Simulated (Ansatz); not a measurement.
## CH, doublet in cc-pVTZ: errors against full CI

Geometry: MP2(full)/6-31G*, from the G2/97 set.

```xyz
2

C     0.0000    0.0000    0.0000
H     0.0000    0.0000    1.1205
```

Basis cc-pVTZ; Ansatz 0.2.0. Correlated methods freeze the noble-gas cores, which leaves 5 electrons in 43 orbitals. R marks a restricted (for open shells ROHF) determinant. Active spaces: valence = (5e, 5o) chosen from the atoms' valence shells.

Full CI is exact within this basis and frozen core; it isn't the basis-set limit.

For open shells CISD and CISDTQ are restricted-active-space CI with the open shells as a complete middle space.

The UHF ⟨S²⟩ is 1.102 and the T1 diagnostic (RCCSD) is 0.0169. The largest doubles amplitude (RCCSD) is 0.091.

**Question.** From what is known of these methods and the diagnostics, rank them by the size of their error in total energy against full CI in cc-pVTZ, smallest first (an estimate: the text doesn't fix the numbers).
A. MRCISD+Q (valence space)
B. CASSCF (valence space)
C. MRCISD (valence space)
D. RHF
E. NEVPT2 (valence space)

**Answer.** A (0.8 kJ/mol), C (9.2 kJ/mol), E (54.9 kJ/mol), B (239.9 kJ/mol), D (352.3 kJ/mol).

All errors are against full CI in cc-pVTZ. Within each family the higher level lies nearer, as is usual though not guaranteed.

The full-CI state has the irrep B1 of C2v, in the program's axes (one component, if the state is degenerate).

Natural occupations of full CI about the gap: 1.956 1.909 0.988 0.061 0.028 0.012 0.009 0.007 0.007 0.006; effectively unpaired electrons, Σ n²(2−n)², 1.06.

Atomization energy (electronic, same basis, no zero-point term; atoms at the same level, unrestricted beside the R rows where the molecule is a closed shell, with restricted open-shell steps beyond CCSDT(Q)) at full CI: 341.6 kJ/mol. Errors of other levels:

```csv
level,error (kJ/mol)
RHF,-104.3
RMP2,-14.1
CISD,-11.8
RCCSD,-3.9
RCCSD(T),-0.6
BCCD(T),-0.7
RCCSDT,-0.2
CISDTQ,-0.2
RCCSDT(Q),-0.1
RCCSDTQ,0.0
CASSCF (valence space),-42.0
NEVPT2 (valence space),-14.2
MRCISD (valence space),-4.2
MRCISD+Q (valence space),-2.6
```

This basis is far from its limit, so the value isn't to be set against a measured one. Truncated CI isn't size-consistent, which counts against it in atomization.
